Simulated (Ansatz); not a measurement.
# SiH4 with PH3: structure and interaction energy

How do SiH4 and PH3 sit together, how strongly do they interact, and which methods get it right?

Computed with Ansatz 0.2.0, Gaussian basis. Level: PBE0-D4 structure, single points in def2-TZVPPD.

Levels: PBE-D4, revPBE-D4, BLYP-D4, r2SCAN-D4, B97M-V, PBE0-D4, B3LYP-D4, HSE06-D4, wB97X-V, wB97M-V, B2PLYP, Hartree-Fock, MP2, CCSD, CCSD(T). The reference is CCSD(T) extrapolated to the basis limit.

Cores are frozen in the correlated methods. B3LYP uses VWN-RPA correlation. B2PLYP carries no dispersion term here.

176 further runs of the same task are left out: 176 set aside as unsound or not needed.

## Step 1: Starting geometry

The pair, from a GFN2-xTB docking trial: 9 atoms, charge 0, spin multiplicity 1.

Atoms are counted from 1 here; the program's logs count them from 0.

Bond lengths: Si1–H2 1.460 Å, Si1–H3 1.464 Å, Si1–H4 1.460 Å, Si1–H5 1.461 Å, P6–H7 1.387 Å, P6–H8 1.387 Å, P6–H9 1.387 Å. Angles: H2–Si1–H3 109.7°, H2–Si1–H4 109.7°, H2–Si1–H5 109.0°, H3–Si1–H4 109.8°, H3–Si1–H5 109.4°, H4–Si1–H5 109.2°, H7–P6–H8 92.3°, H7–P6–H9 92.3°, H8–P6–H9 92.4°.

As a file:

```
Si   -0.0644    0.0124   -1.9303
H    -0.9701   -0.8286   -2.7084
H    -0.6582    0.2988   -0.6236
H     0.1837    1.2608   -2.6459
H     1.2004   -0.6955   -1.7442
P    -0.1375    0.5123    2.3088
H     0.3405    0.1094    3.5469
H     0.9664   -0.0100    1.6510
H    -0.8607   -0.6595    2.1456
```

Atoms 1 to 5 are fragment A (SiH4), the rest fragment B (PH3).

## Step 2: A first relaxation in a small basis

pre/in.yaml reads:

```yaml
crystal:
  periodic: [false, false, false]
  atoms:
    - {symbol: Si, position_ang: [-0.064400, 0.012400, -1.930300]}
    - {symbol: H, position_ang: [-0.970100, -0.828600, -2.708400]}
    - {symbol: H, position_ang: [-0.658200, 0.298800, -0.623600]}
    - {symbol: H, position_ang: [0.183700, 1.260800, -2.645900]}
    - {symbol: H, position_ang: [1.200400, -0.695500, -1.744200]}
    - {symbol: P, position_ang: [-0.137500, 0.512300, 2.308800]}
    - {symbol: H, position_ang: [0.340500, 0.109400, 3.546900]}
    - {symbol: H, position_ang: [0.966400, -0.010000, 1.651000]}
    - {symbol: H, position_ang: [-0.860700, -0.659500, 2.145600]}
basis:
  gaussian: {orbitals: def2-SVP}
hamiltonian: {xc: pbe, dispersion: d4}
relax: {f_tol: 0.03, max_steps: 250}
```

Command:

```sh
$ ansatz run in.yaml --threads 2 --pin off --events-out ev --progress --plain --max-ram 5222MiB
```

Further steps of the session: Relaxation at PBE0-D4; PBE-D4/def2-TZVPPD; r2SCAN-D4/def2-TZVPPD; PBE0-D4/def2-TZVPPD; B3LYP-D4/def2-TZVPPD; wB97X-V/def2-TZVPPD; wB97M-V/def2-TZVPPD; B2PLYP/def2-TZVPPD; BLYP-D4/def2-TZVPPD; revPBE-D4/def2-TZVPPD; B97M-V/def2-TZVPPD; HSE06-D4/def2-TZVPPD; CCSD(T)/def2-TZVPPD; MP2/def2-QZVPPD; Hartree-Fock/STO-3G; PBE-D4/STO-3G; B3LYP-D4/6-31G; SPW92/def2-SVP; PBE-D4/def2-SVP; PBE0-D4/def2-SVP; wB97M-V/def2-SVP; CCSD(T)/def2-SVP; Vibrations of the pair.

**Question.** What will these runs give? Wanted: interaction energy, CCSD(T)/CBS; of it Hartree-Fock; D4 term of PBE0-D4; shortest contact; lowest wavenumber.

The runs gave:

```
                        quantity         value
 interaction energy, CCSD(T)/CBS       -48 meV
of it Hartree-Fock (basis limit)       +40 meV
              D4 term of PBE0-D4       -44 meV
                shortest contact  H5–P6 3.31 Å
               lowest wavenumber       28 cm⁻¹
```

In words: The pair is bound by 48 meV at fixed fragment shapes. Hartree-Fock doesn't bind it at this geometry, so correlation, mostly dispersion, holds it together. B97M-V is the best functional here (-1 meV from CCSD(T)/CBS); B2PLYP is the worst (+45 meV). wB97X-V is as near within the digits shown. Mean unsigned error by rung: GGA 10, meta-GGA 2, hybrid 10, screened hybrid 14, range-separated hybrid 2, double hybrid 45 meV. PBE-D4 gives an interaction energy 19 meV too low, an error of 40 % of the reference. CCSD(T) moves by -13 meV from triple zeta to the limit; gaps between functionals far smaller than that don't rank them. A lower arrangement may exist.
